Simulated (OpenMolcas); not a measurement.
# singlet [PH2]+, step by step

Aim: a series of 9 runs (HF/pcseg-0, CASSCF(6,6)/pcseg-0, CASPT2(6,6)/pcseg-0, CASPT2[IPEA 0](6,6)/pcseg-0, SC-NEVPT2(6,6)/pcseg-0, PC-NEVPT2(6,6)/pcseg-0, MC-PDFT[tPBE](6,6)/pcseg-0, MRCI(6,6)/pcseg-0, and more) of singlet [PH2]+. 

The results are computed with OpenMolcas 26.06.

## (1) Starting point

[PH2]+: 3 atoms, total charge +1, spin state singlet. As SMILES of the parent species, `[PH2]`. The shape is that of a GFN2-xTB optimisation. That shape belongs to the parent species and isn't relaxed for this state.

Bond lengths: P1–H2 1.392 Å, P1–H3 1.392 Å. Angles: H2–P1–H3 91.4°.

## (2) A single-point energy at HF/pcseg-0 (run 1)

File step1.inp:

```
* H2P Hartree-Fock
&GATEWAY
BasLib=$CurrDir
Coord
3
angstrom
P        0.514470      -0.302750       0.252680
H        0.111510       1.027360       0.172420
H       -0.625980      -0.724620      -0.425100
Basis=pcseg-0
Group=NoSym
&SEWARD
&SCF
Charge=1
PrOrbitals=1 1
```

The basis set pcseg-0 is read from a file made from the Basis Set Exchange's data (not shown).

Command:

```sh
$ export MOLCAS_MEM=1860
$ pymolcas step1.inp > step1.log
```

The program printed, shortened:

```text
--- Start Module: gateway ---
[...]
--- Stop Module: gateway /rc=_RC_ALL_IS_WELL_ ---
--- Start Module: seward ---
[...]
      Basis functions           17
--- Stop Module: seward /rc=_RC_ALL_IS_WELL_ ---
--- Start Module: scf ---
[...]
       Convergence after  11 Iterations
[...]
::    Total SCF energy                               -341.0512303460
[...]
      Total spin, S                                     0.0000000000
[...]
      Total electronic charge=   16.000000
      Total            charge=    1.000000
[...]
      Dipole Moment (debye):
      Origin of the operator (angstrom)=    0.4673   -0.2750    0.2295
                   X= -1.6566E+00               Y=  9.7484E-01               Z= -8.1363E-01           Total=  2.0872E+00
      Center of Charge (angstrom)
[...]
--- Stop Module: scf /rc=_RC_ALL_IS_WELL_ ---
[...]
```

Run time: 1.6 s. Hardware: 1 thread of Arm Neoverse V1, shared host; peak memory 0.37 GiB.

## (3) The energy at CASSCF(6,6)/pcseg-0 (run 2)

File step2.inp:

```
&GATEWAY
 BasLib = $CurrDir
 Coord
 3
 angstrom
 P        0.514470      -0.302750       0.252680
 H        0.111510       1.027360       0.172420
 H       -0.625980      -0.724620      -0.425100
 Basis = pcseg-0
 Group = NoSym

&SEWARD

&RASSCF
 FileOrb = $CurrDir/step1.ScfOrb
 Spin = 1
 Nactel = 6 0 0
 Inactive = 5
 Ras2 = 6
 OrbListing = Nothing
```

The basis set pcseg-0 is read from a file made from the Basis Set Exchange's data (not shown).

Command:

```sh
$ export MOLCAS_MEM=1860
$ pymolcas step2.inp > step2.log
```

The program printed, shortened:

```text
--- Start Module: gateway ---
[...]
--- Stop Module: gateway /rc=_RC_ALL_IS_WELL_ ---
--- Start Module: seward ---
[...]
      Basis functions           17
--- Stop Module: seward /rc=_RC_ALL_IS_WELL_ ---
--- Start Module: rasscf ---
[...]
      Number of active orbitals                  6
[...]
      Spin quantum number                      0.0
[...]
      Active orbitals                            6
[...]
      Number of CSFs                           175
[...]
      Number of root(s) required                 1
[...]
      Convergence after 10 iterations
[...]
      printout of CI-coefficients larger than  0.05 for root  1
      energy=    -341.103368
      conf/sym  111111     Coeff  Weight
             1  222000  -0.97443 0.94952
            11  220200   0.13613 0.01853
            21  2ud0ud   0.05997 0.00360
            31  202020   0.08356 0.00698
            34  202002   0.05216 0.00272
            39  ud20ud   0.08997 0.00809
      Natural orbitals and occupation numbers for root  1
      sym 1:   1.979288   1.967602   1.950435   0.044565   0.033790   0.024320
      ************************************************************************************************************************
      *                                                    Final results                                                     *
[...]
::    RASSCF root number  1 Total energy:   -341.10336821
[...]
      Total electronic charge=   16.000000
      Total            charge=    1.000000
[...]
      Dipole Moment (debye):
      Origin of the operator (angstrom)=    0.4673   -0.2750    0.2295
                   X= -1.4960E+00               Y=  8.8032E-01               Z= -7.3474E-01           Total=  1.8849E+00
      Center of Charge (angstrom)
[...]
--- Stop Module: rasscf /rc=_RC_ALL_IS_WELL_ ---
[...]
```

Run time: 1.8 s. Hardware: 1 thread of Arm Neoverse V1, shared host; peak memory 0.37 GiB.

Runs 3 to 7 aren't shown in full; the table further down has their settings and results.

## (4) A single-point energy at MRCI(6,6)/pcseg-0 (run 8)

File step8.inp:

```
&gateway
 baslib=$CurrDir
 coord
 3
 angstrom
 P        0.514470      -0.302750       0.252680
 H        0.111510       1.027360       0.172420
 H       -0.625980      -0.724620      -0.425100
 basis=pcseg-0
 group=NoSym

&seward

&rasscf
 fileorb=$CurrDir/step2.RasOrb
 spin=1
 nactel=6 0 0
 inactive=5
 ras2=6
 orblisting=Nothing

&motra
 lumorb
 frozen=5

&guga
 electrons=6
 spin=1
 inactive=0
 active=6
 ciall=1

&mrci
 sdci
```

The basis set pcseg-0 is read from a file made from the Basis Set Exchange's data (not shown).

Command:

```sh
$ export MOLCAS_MEM=1860
$ pymolcas step8.inp > step8.log
```

The program printed, shortened:

```text
--- Start Module: gateway ---
[...]
--- Stop Module: gateway /rc=_RC_ALL_IS_WELL_ ---
[...]
      Basis functions           17
[...]
      Number of active orbitals                  6
[...]
      Spin quantum number                      0.0
[...]
      Active orbitals                            6
[...]
      Number of CSFs                           175
[...]
      Number of root(s) required                 1
[...]
      Convergence after  4 iterations
[...]
      printout of CI-coefficients larger than  0.05 for root  1
      energy=    -341.103368
      conf/sym  111111     Coeff  Weight
             1  222000  -0.97443 0.94952
            11  220200   0.13613 0.01853
            21  2ud0ud   0.05997 0.00360
            31  202020   0.08356 0.00698
            34  202002   0.05216 0.00272
            39  ud20ud   0.08997 0.00809
      Natural orbitals and occupation numbers for root  1
      sym 1:   1.979288   1.967602   1.950436   0.044564   0.033790   0.024320
      ************************************************************************************************************************
      *                                                    Final results                                                     *
[...]
::    RASSCF root number  1 Total energy:   -341.10336821
[...]
      Dipole Moment (debye):
      Origin of the operator (angstrom)=    0.4673   -0.2750    0.2295
                   X= -1.4960E+00               Y=  8.8032E-01               Z= -7.3475E-01           Total=  1.8849E+00
      Center of Charge (angstrom)
[...]
      *** WARNING: Default frozen orbitals is overwritten by user input.
      *** Default values:   5
[...]
--- Start Module: guga ---
[...]
--- Stop Module: guga /rc=_RC_ALL_IS_WELL_ ---
--- Start Module: mrci ---
[...]
       (But an ACPF correction will be computed)
       USE THE DEFAULT ACPF G-VALUE GFAC=  0.33333333333333331
[...]
                      CI ENERGY:  -341.12099063
[...]
                ACPF CORRECTION:    -0.00010781
[...]
      Total electronic charge=   16.000000
      Total            charge=    1.000000
[...]
     ACPF CORRECTION:     -0.00010781
[...]
  CI State   1     Total energy:   -341.12099063     QDav:     -0.00016222     QACPF:     -0.00010781
[...]
--- Stop Module: mrci /rc=_RC_ALL_IS_WELL_ ---
[...]
```

Wall time 1.9 s (1 thread of Arm Neoverse V1, shared host); peak memory 0.37 GiB.

## (5) The energy at MRACPF(6,6)/pcseg-0 (run 9)

File step9.input:

```
>>> EXPORT MOLCAS_PRINT=2

&GATEWAY
  BasLib=$CurrDir
  Coord
  3
  angstrom
  P        0.514470      -0.302750       0.252680
  H        0.111510       1.027360       0.172420
  H       -0.625980      -0.724620      -0.425100
  Basis=pcseg-0
  Group=NoSym

&SEWARD

&RASSCF
  FileOrb=$CurrDir/step2.RasOrb
  Spin=1
  Nactel=6 0 0
  Inactive=5
  Ras2=6
  OrbListing=Nothing

&MOTRA
  LumOrb
  Frozen=5

&GUGA
  Electrons=6
  Spin=1
  Inactive=0
  Active=6
  CIAll=1

&MRCI
  ACPF
```

The basis set pcseg-0 is read from a file made from the Basis Set Exchange's data (not shown).

Command:

```sh
$ export MOLCAS_MEM=1860
$ pymolcas step9.input > step9.log
```

The program printed, shortened:

```text
--- Start Module: gateway ---
[...]
--- Stop Module: gateway /rc=_RC_ALL_IS_WELL_ ---
[...]
      Basis functions           17
[...]
      Number of active orbitals                  6
[...]
      Spin quantum number                      0.0
[...]
      Active orbitals                            6
[...]
      Number of CSFs                           175
[...]
      Number of root(s) required                 1
[...]
      Convergence after  4 iterations
[...]
      printout of CI-coefficients larger than  0.05 for root  1
      energy=    -341.103368
      conf/sym  111111     Coeff  Weight
             1  222000  -0.97443 0.94952
            11  220200   0.13613 0.01853
            21  2ud0ud   0.05997 0.00360
            31  202020   0.08356 0.00698
            34  202002   0.05216 0.00272
            39  ud20ud   0.08997 0.00809
      Natural orbitals and occupation numbers for root  1
      sym 1:   1.979288   1.967602   1.950436   0.044564   0.033790   0.024320
      ************************************************************************************************************************
      *                                                    Final results                                                     *
[...]
::    RASSCF root number  1 Total energy:   -341.10336821
[...]
      Dipole Moment (debye):
      Origin of the operator (angstrom)=    0.4673   -0.2750    0.2295
                   X= -1.4960E+00               Y=  8.8032E-01               Z= -7.3475E-01           Total=  1.8849E+00
      Center of Charge (angstrom)
[...]
      *** WARNING: Default frozen orbitals is overwritten by user input.
      *** Default values:   5
[...]
--- Start Module: guga ---
[...]
--- Stop Module: guga /rc=_RC_ALL_IS_WELL_ ---
--- Start Module: mrci ---
[...]
       USE THE DEFAULT ACPF G-VALUE GFAC=  0.33333333333333331
[...]
    MR ACPF CALCULATION.
[...]
            REFERENCE CI ENERGY:  -341.10336821
[...]
        ACPF CORRELATION ENERGY:    -0.01773095
                    ACPF ENERGY:  -341.12109917
[...]
      Total electronic charge=   16.000000
      Total            charge=    1.000000
[...]
  ACPF State   1     Total energy:   -341.12109917
[...]
--- Stop Module: mrci /rc=_RC_ALL_IS_WELL_ ---
[...]
```

Wall time 1.9 s (1 thread of Arm Neoverse V1, shared host); peak memory 0.37 GiB.

## (6) Overview of the runs

```csv
run,level,active rule,inactive,energy (Eh),wall time
1,HF/pcseg-0,–,–,-341.051230,1.6 s
2,"CASSCF(6,6)/pcseg-0",full valence,5,-341.103368,1.8 s
3,"CASPT2(6,6)/pcseg-0",full valence,5,-341.117522,1.8 s
4,"CASPT2[IPEA 0](6,6)/pcseg-0",full valence,5,-341.117691,1.8 s
5,"SC-NEVPT2(6,6)/pcseg-0",full valence,5,-341.116472,1.8 s
6,"PC-NEVPT2(6,6)/pcseg-0",full valence,5,-341.116703,1.8 s
7,"MC-PDFT[tPBE](6,6)/pcseg-0",full valence,5,-341.537012,1.9 s
8,"MRCI(6,6)/pcseg-0",full valence,5,-341.120991,1.9 s
9,"MRACPF(6,6)/pcseg-0",full valence,5,-341.121099,1.9 s
```

## (7) What came out

| quantity | value |
| --- | --- |
| run 9, MRACPF(6,6)/pcseg-0: total energy | -341.12110 Eh |

What this shows: Below the HF energy at the same shape and in the same basis (pcseg-0): CASSCF(6,6) -52.1 mEh; CASPT2(6,6) -66.3 mEh; CASPT2[IPEA 0](6,6) -66.5 mEh; SC-NEVPT2(6,6) -65.2 mEh; PC-NEVPT2(6,6) -65.5 mEh; MRCI(6,6) -69.8 mEh. Active-space methods hold only the correlation inside their space unless a perturbation or CI step follows. All runs together took 16 s, the longest 1.9 s.
